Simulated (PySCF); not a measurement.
How the method changes the constants of Na₂

State: ¹Σg⁺ (singlet), closed shell. Set-up: PySCF, no relativity, basis sets Na def2-SVPD. De refers to Na + Na in their ground configurations, without counterpoise correction.

| Level | Re (Å) | ωe (cm⁻¹) | De (eV) |
| --- | --- | --- | --- |
| RHF-MP2 | 3.214 | 154 | 0.459 |
| RHF-SCS-MP2 | 3.215 | 154 | 0.54 |
| RHF-CCSD | 3.211 | 151 | 0.70 |
| RHF-CCSD(T) | 3.211 | 151 | 0.70 |
| PBE | 3.105 | 157 | 0.80 |
| revPBE | 3.165 | 152 | 0.77 |
| r²SCAN | 3.169 | 157 | 0.65 |
| PBE0 | 3.121 | 161 | 0.71 |
| M06 | 3.195 | 141 | 0.86 |
| ωB97X | 3.107 | 167 | 0.85 |
| B2PLYP | 3.111 | 159 | 0.70 |

The bond length runs from 3.105 Å (PBE) to 3.215 Å (RHF-SCS-MP2). De spans 0.46 eV (RHF-MP2, perturbation theory) to 0.86 eV (M06, hybrid meta-GGA).

Correlated steps freeze 2 core orbitals. Closed-shell solutions of metal pairs were not tested for spin polarisation, which can lower them a little. Correlated levels converge slowly with the basis: in double zeta they bind strong bonds too weakly, by up to about 1 eV, and carry superposition errors of some tenths. Where the molecule has an RHF reference, its open-shell atoms are computed with UHF. B2PLYP dipoles, levels and charges come from its SCF part alone.
